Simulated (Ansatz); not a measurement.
For Sn (I4/mmm, No. 139; start mp-55; another form than the element's usual one), LDA (plane waves, PAW; Ansatz, a quantum-chemistry and plane-wave program) gives:

- lattice constant a: 3.899 Å
- c axis length: 3.370 Å

### Question
What does r²SCAN (PAW; Ansatz) give for the same quantities?

### Answer

- lattice constant a: 4.028 Å (increases by 3.3 %)
- lattice parameter c: 3.350 Å (drops by 0.6 %)

Changes are worked out from the printed values.

Unless a cell is named, each level is at its own relaxed cell (LDA 25.62, r²SCAN 27.17 Å³/atom).

Caveats: the relaxation could not lower the start's symmetry, so the cell can be a saddle point above a distorted one (LDA, r²SCAN). Ansatz's density-functional and Hartree–Fock values are scalar-relativistic unless marked +SOC, with PAW data made under PBE.

A start named mp-… is a Materials Project structure, which can be a computed phase never made.
